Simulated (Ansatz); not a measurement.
Relaxation of H$_{7}$OSi$_{2}$ (10 atoms, charge 0, multiplicity 2), to a largest force component of 0.03 eV/Å in at most 50 steps.

Method: UHF/6-31G* (Ansatz 0.2.0).

```xyz
10
Properties=species:S:1:pos:R:3:forces:R:3
Si 0.222 0.118 -0.291 0.03 0.01 -0.39
H -0.024 0.117 2.371 0.23 0.05 -0.90
H 1.233 -0.205 -1.327 -0.07 0.01 0.04
H -0.710 1.148 -0.813 0.05 -0.05 0.03
O -0.605 -1.228 0.112 0.05 0.04 -0.04
Si -1.636 -2.436 0.461 -0.02 -0.04 -0.02
H -1.511 -2.798 1.882 0.00 -0.02 0.03
H -3.024 -2.018 0.192 -0.01 0.01 0.00
H -1.329 -3.618 -0.367 0.01 0.02 0.01
H -0.178 0.085 3.056 -0.27 -0.04 1.23
```

Where does it end, and by what steps?

The forces met the threshold. The force dipped under the threshold on the way, but the program's further checks kept it going. After 18 steps the energy has fallen by 0.142 eV; H2 moved furthest, 1.57 Å.

```json
{"step": "0", "energy less start (eV)": "0.0000", "largest force component (eV/Å)": "1.232", "accepted": "yes"}
{"step": "1", "energy less start (eV)": "-0.0798", "largest force component (eV/Å)": "0.161", "accepted": "yes"}
{"step": "2", "energy less start (eV)": "-0.1055", "largest force component (eV/Å)": "0.160", "accepted": "yes"}
{"step": "3", "energy less start (eV)": "-0.1139", "largest force component (eV/Å)": "0.472", "accepted": "yes"}
{"step": "4", "energy less start (eV)": "-0.1260", "largest force component (eV/Å)": "0.126", "accepted": "yes"}
{"step": "5", "energy less start (eV)": "-0.1293", "largest force component (eV/Å)": "0.073", "accepted": "yes"}
{"step": "6", "energy less start (eV)": "-0.1323", "largest force component (eV/Å)": "0.069", "accepted": "yes"}
{"step": "7", "energy less start (eV)": "-0.1338", "largest force component (eV/Å)": "0.059", "accepted": "yes"}
{"step": "8", "energy less start (eV)": "-0.1347", "largest force component (eV/Å)": "0.038", "accepted": "yes"}
{"step": "9", "energy less start (eV)": "-0.1351", "largest force component (eV/Å)": "0.027", "accepted": "yes"}
{"step": "10", "energy less start (eV)": "-0.1354", "largest force component (eV/Å)": "0.034", "accepted": "yes"}
{"step": "11", "energy less start (eV)": "-0.1355", "largest force component (eV/Å)": "0.085", "accepted": "yes"}
{"step": "12", "energy less start (eV)": "-0.1357", "largest force component (eV/Å)": "0.074", "accepted": "yes"}
{"step": "13", "energy less start (eV)": "-0.1363", "largest force component (eV/Å)": "0.116", "accepted": "yes"}
{"step": "14", "energy less start (eV)": "-0.1366", "largest force component (eV/Å)": "0.113", "accepted": "yes"}
{"step": "15", "energy less start (eV)": "-0.1370", "largest force component (eV/Å)": "0.317", "accepted": "yes"}
{"step": "16", "energy less start (eV)": "-0.1396", "largest force component (eV/Å)": "0.138", "accepted": "yes"}
{"step": "17", "energy less start (eV)": "-0.1409", "largest force component (eV/Å)": "0.089", "accepted": "yes"}
{"step": "18", "energy less start (eV)": "-0.1417", "largest force component (eV/Å)": "0.008", "accepted": "yes"}
```

```xyz
10
Properties=species:S:1:pos:R:3
Si 0.177 -0.014 -0.898
H 0.058 0.080 3.942
H 1.189 -0.280 -1.940
H -0.773 1.014 -1.375
O -0.614 -1.399 -0.548
Si -1.609 -2.434 0.224
H -1.275 -2.489 1.660
H -3.010 -1.997 0.081
H -1.459 -3.778 -0.358
H -0.247 0.461 4.486
```

Whether the end is a true minimum wasn't checked by a vibrational analysis.

The run took 21 s on 1 thread of Arm Neoverse V2 (shared host), peak memory 0.14 GiB.
